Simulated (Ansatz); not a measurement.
**C4H7N (SMILES CC=C=CN) at HF/STO-3G**

What is the vertical ionisation energy of C4H7N at HF/STO-3G? 

The calculation is run with Ansatz 0.2.0.

31 further runs of the same task are left out: 31 set aside as unsound or not needed. Runs told in other sessions of the task aren't counted.

### Step 1. Starting point

C4H7N has 12 atoms, charge 0, and is taken as a singlet. SMILES: `CC=C=CN`. Geometry: relaxed at PBE0-D4/def2-TZVP. This is one conformer, not always the lowest.

Bond lengths: C1–C2 1.498 Å, C2–C3 1.304 Å, C3–C4 1.308 Å, C4–N5 1.399 Å, C1–H6 1.095 Å, C1–H7 1.095 Å, C1–H8 1.090 Å, C2–H9 1.092 Å, C4–H10 1.088 Å, N5–H11 1.009 Å, N5–H12 1.009 Å. Some angles: C1–C2–C3 125.4°, C2–C3–C4 177.7°, C3–C4–N5 126.6°, C1–C2–H9 116.0°, C3–C2–H9 118.6°, C2–C1–H6 110.8°, C2–C1–H7 110.7°, C2–C1–H8 111.2°, C3–C4–H10 119.1°, N5–C4–H10 114.2°.

### Step 2. A single-point energy at HF/STO-3G

run.yaml reads:

```yaml
crystal:
  periodic: [false, false, false]
  atoms:
    - {symbol: C, position_ang: [-1.535100, -0.098500, 1.478800]}
    - {symbol: C, position_ang: [-0.109700, -0.395400, 1.125300]}
    - {symbol: C, position_ang: [0.522000, 0.069700, 0.084200]}
    - {symbol: C, position_ang: [1.201800, 0.525100, -0.935700]}
    - {symbol: "N", position_ang: [1.393900, -0.117700, -2.163800]}
    - {symbol: H, position_ang: [-2.123200, -1.020200, 1.530100]}
    - {symbol: H, position_ang: [-1.598600, 0.373400, 2.464300]}
    - {symbol: H, position_ang: [-1.993500, 0.566200, 0.746400]}
    - {symbol: H, position_ang: [0.426100, -1.055200, 1.810500]}
    - {symbol: H, position_ang: [1.741600, 1.463900, -0.834900]}
    - {symbol: H, position_ang: [1.398100, 0.515000, -2.949800]}
    - {symbol: H, position_ang: [0.753400, -0.881400, -2.321100]}
basis:
  gaussian:
    orbitals: STO-3G
hamiltonian:
  xc: hf
accuracy: high
output: {orbitals: {seedname: orbitals}}
```

Run with:

```sh
$ ansatz run run.yaml --threads 1 --pin off --max-ram 2610MiB --events-out events.jsonl --progress --plain --runs-dir runs
```

Output:

```text
Warning: RAYON_NUM_THREADS=1 ignored (pool sized by the plan → 1); use --threads N
Functional definition: HF
  name "HF"
  exchange = exact_x
  correlation = 0
651 factors; integrals over basis functions are off by at most 2.0e-8 eV
mean field evaluation 1: about -5640.0560 eV, gradient 1.7e1 eV
mean field evaluation 2: about -5640.2684 eV, gradient 1.7e1 eV
mean field evaluation 4: about -5641.4029 eV, gradient 2.0e0 eV
mean field evaluation 8: about -5641.4185 eV, gradient 2.0e-2 eV
mean field -5641.41846294 eV, -207.3183046223 hartree, gradient 2.7e-8 eV, S^2 0.000000; 0 other end points of the search recorded, 0 dependent functions left out
reference -5641.41846294 eV, -207.3183046223 hartree; 19, 19 occupied and 13, 13 virtual orbitals, 651 factors
Total energy: -5641.41846294 eV, -207.3183046223 hartree
```

Run time: 0.28 s. Hardware: 1 thread of Arm Neoverse V2, shared host.

### Step 3. The doublet cation, same level

job.yaml reads:

```yaml
crystal:
  periodic: [false, false, false]
  atoms:
    - {symbol: C, position_ang: [-1.535100, -0.098500, 1.478800]}
    - {symbol: C, position_ang: [-0.109700, -0.395400, 1.125300]}
    - {symbol: C, position_ang: [0.522000, 0.069700, 0.084200]}
    - {symbol: C, position_ang: [1.201800, 0.525100, -0.935700]}
    - {symbol: "N", position_ang: [1.393900, -0.117700, -2.163800]}
    - {symbol: H, position_ang: [-2.123200, -1.020200, 1.530100]}
    - {symbol: H, position_ang: [-1.598600, 0.373400, 2.464300]}
    - {symbol: H, position_ang: [-1.993500, 0.566200, 0.746400]}
    - {symbol: H, position_ang: [0.426100, -1.055200, 1.810500]}
    - {symbol: H, position_ang: [1.741600, 1.463900, -0.834900]}
    - {symbol: H, position_ang: [1.398100, 0.515000, -2.949800]}
    - {symbol: H, position_ang: [0.753400, -0.881400, -2.321100]}
basis:
  gaussian:
    orbitals: STO-3G
total_charge: 1
magnetization:
  spin_polarized: true
  initial_magnetization: 1
hamiltonian:
  xc: hf
accuracy: high
output:
  orbitals: {seedname: orbitals}
```

Run with:

```sh
$ ansatz run job.yaml --threads 1 --pin off --max-ram 2610MiB --events-out events.jsonl --progress --plain --runs-dir runs
```

Output:

```text
Warning: RAYON_NUM_THREADS=1 ignored (pool sized by the plan → 1); use --threads N
[... 4 set-up lines as earlier in the session ...]
651 factors; integrals over basis functions are off by at most 2.0e-8 eV
mean field evaluation 1: about -5634.6261 eV, gradient 1.2e1 eV
mean field evaluation 2: about -5634.8101 eV, gradient 1.2e1 eV
mean field evaluation 4: about -5636.0729 eV, gradient 1.8e0 eV
mean field evaluation 8: about -5636.2386 eV, gradient 6.7e-1 eV
mean field evaluation 16: about -5636.3450 eV, gradient 2.0e-8 eV
mean field -5636.34496962 eV, -207.1318571817 hartree, gradient 2.9e-8 eV, S^2 1.104877; 0 other end points of the search recorded, 0 dependent functions left out
reference -5636.34496962 eV, -207.1318571817 hartree; 19, 18 occupied and 13, 14 virtual orbitals, 651 factors
Total energy: -5636.34496962 eV, -207.1318571817 hartree
```

It took 0.44 s on 1 thread of Arm Neoverse V2, shared host.

### Step 4. Outcome

Level: HF/STO-3G.

```
                                          quantity          value
                       singlet C4H7N: total energy  -207.31830 Eh
                        singlet C4H7N: HOMO energy       -6.62 eV
                        singlet C4H7N: LUMO energy        8.73 eV
                      singlet C4H7N: HOMO–LUMO gap       15.34 eV
                      doublet cation: total energy  -207.13186 Eh
doublet cation: HOMO energy (highest over α and β)      -14.67 eV
 doublet cation: LUMO energy (lowest over α and β)       -3.68 eV
                              doublet cation: ⟨S²⟩          1.105
vertical ionisation energy (to the doublet cation)       5.073 eV
```

**Reading.** Removing an electron at fixed nuclei costs 5.07 eV (117 kcal/mol). −ε(HOMO) before ionisation, 6.62 eV, is 1.54 eV above this ionisation energy. In a minimal basis such a difference can be off by several eV, whatever the method. ⟨S²⟩ (doublet cation) is 1.10 where a pure doublet has 0.75: the reference is spin-contaminated.
